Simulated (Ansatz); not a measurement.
`COC` and `CO[SiH3]` differ in one atom or group.

Ansatz, PBE0-D4/def2-TZVP geometries, multiplicity 1. 

```tsv
property	`COC`
size of the dipole moment (PBE/def2-TZVPP) / D	1.10
LUMO energy (B3LYP/def2-TZVPP) / eV	1.05
size of the dipole moment (ωB97M-V/def2-TZVPP) / D	1.22
HOMO energy (PBE0/def2-TZVPP) / eV	-7.42
size of the dipole moment (B3LYP/def2-TZVPP) / D	1.21
LUMO energy (ωB97M-V/def2-TZVPP) / eV	2.89
```

(1) What does the change do to each property? (Estimate.)

Answers

(1) Computed: 
```tsv
property	`CO[SiH3]`	shift
size of the dipole moment (PBE/def2-TZVPP) / D	1.04	-0.06
LUMO energy (B3LYP/def2-TZVPP) / eV	0.06	-0.99
size of the dipole moment (ωB97M-V/def2-TZVPP) / D	1.12	-0.10
HOMO energy (PBE0/def2-TZVPP) / eV	-8.19	-0.77
size of the dipole moment (B3LYP/def2-TZVPP) / D	1.10	-0.11
LUMO energy (ωB97M-V/def2-TZVPP) / eV	1.95	-0.94
```

With PBE0 the HOMO falls by 0.77 eV and the LUMO falls by 1.12 eV, so the gap narrows by about 0.35 eV. PBE moves the HOMO by -0.84 eV and ωB97M-V by -0.72 eV. Dipoles are sizes alone; their direction can turn.

B3LYP here is the variant with VWN-RPA as its local correlation; programs differ in this.
